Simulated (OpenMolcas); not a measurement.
# Exact exchange and the vertical energy of the quartet above the doublet of C2H6B

C2H6B has 9 atoms, charge 0, and is taken as a doublet. As SMILES, `[CH2]BC`. Geometry: relaxed at PBE0-D4/def2-TZVP. This is one conformer, not always the lowest.

The vertical energy of the quartet above the doublet y, in eV, basis 6-311+G(d,p); a is the functional's share of exact exchange. Programs: OpenMolcas 26.06.

| functional | program | a | y (eV) |
| --- | --- | --- | --- |
| UBLYP | OpenMolcas | 0 | 6.43 |
| U-revPBE | OpenMolcas | 0 | 6.29 |
| UB3LYP | OpenMolcas | 0.2 | 6.67 |
| UPBE0 | OpenMolcas | 0.25 | ? |
| UBHLYP | OpenMolcas | 0.5 | 6.97 |

Q: Fit y = c + s·a to the known rows and predict UPBE0.

A: 
1. Means of the 4 rows: a = 0.1750, y = 6.590.
2. Σ(Δa)² = 0.1675, Σ(Δa·Δy) = 0.206, so the slope is 0.206/0.1675 = 1.2299.
3. Intercept: 6.590 − (1.2299) × 0.1750 = 6.375. The largest residual of the fit is 0.085.
4. UPBE0: 6.375 + (1.2299) × 0.25 = 6.68 eV.

The run gave 6.54 eV, so the prediction is off by +0.14 eV, more than the largest residual. The rows mix families of semi-local functionals, which the line can't see.
